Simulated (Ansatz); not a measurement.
# BSiH₂ (doublet): B2PLYP, PBE-QIDH, RPA-PBE over a scan of the distance Si1–B2, cc-pVTZ

The task here is to estimate one member of a computed series from the others.

The runs use Ansatz 0.2.0, Gaussian basis; cc-pVTZ, all electrons in the functionals, frozen cores in the correlation of double hybrids and RPA.

The runs, in order: B2PLYP, PBE-QIDH, RPA-PBE, at 1.728 Å; 1.954 Å; 2.109 Å; 2.747 Å; 3.597 Å; 5.167 Å.

## The geometry

The geometry derives from a PBE0/def2-TZVP stationary point (not a proven minimum). One bond is set to the value named and the two fragments are kept rigid.

4 atoms, charge 0, spin multiplicity 2.

Atoms are counted from 1 here; the program's logs count them from 0.

Bond lengths: Si1–B2 1.954 Å, Si1–H3 1.501 Å, Si1–H4 1.501 Å. Angles: B2–Si1–H3 102.8°, B2–Si1–H4 102.8°, H3–Si1–H4 107.0°.

No dispersion term is added.

The geometry shown and the zero of energy belong to the point 1.954 Å. The yardstick, RCCSDT(Q), and other wave-function levels (R restricted, U unrestricted, valence and pair active spaces) come from earlier runs.

The first run:

in.yaml

```yaml
crystal:
  periodic: [false, false, false]
  atoms:
    - {symbol: Si, position_ang: [-0.079702, 0.000000, 0.434840]}
    - {symbol: B, position_ang: [0.073719, -0.000001, -1.286335]}
    - {symbol: H, position_ang: [0.715073, -1.206838, 0.840258]}
    - {symbol: H, position_ang: [0.715074, 1.206839, 0.840256]}
basis:
  gaussian: {orbitals: cc-pVTZ}
magnetization: {spin_polarized: true, initial_magnetization: 1}
hamiltonian: {xc: {name: B2PLYP}}
correlation: {electrons: outside_noble_gas}
```

Command:

```sh
> ansatz run in.yaml --threads 2 --pin off --events-out ev --progress --plain --max-ram 15360MiB --backend cuda --devices 0, --max-vram 18GiB
```

Steps of the session up to this table: B2PLYP, 1.728 Å; B2PLYP, 1.954 Å; B2PLYP, 2.109 Å; B2PLYP, 2.747 Å; B2PLYP, 3.597 Å; B2PLYP, 5.167 Å; PBE-QIDH, 1.728 Å; PBE-QIDH, 1.954 Å; PBE-QIDH, 2.109 Å; PBE-QIDH, 2.747 Å; PBE-QIDH, 3.597 Å; PBE-QIDH, 5.167 Å; RPA-PBE, 1.728 Å; RPA-PBE, 1.954 Å; RPA-PBE, 2.109 Å; RPA-PBE, 2.747 Å; RPA-PBE, 3.597 Å; RPA-PBE, 5.167 Å.

One of the session's tables, all rows but one given; the rest of the session is left out.

It belongs to the step «Against the wave-function levels». 

| level | 1.728 Å | 2.109 Å | 3.597 Å | 5.167 Å |
| --- | --- | --- | --- | --- |
| RCCSDT(Q) | 0.515 | 0.086 | 2.206 | 2.395 |
| B2PLYP | 0.405 | 0.084 | 2.186 | 2.421 |
| PBE-QIDH | 0.427 | 0.068 | 2.292 | 2.525 |
| RPA-PBE | ? | ? | ? | ? |

Estimate the missing values for RPA-PBE.

The run gave: 1.728 Å: 0.569; 2.109 Å: 0.055; 3.597 Å: 2.065; 5.167 Å: 2.223. In the column «1.728 Å» it is the highest.
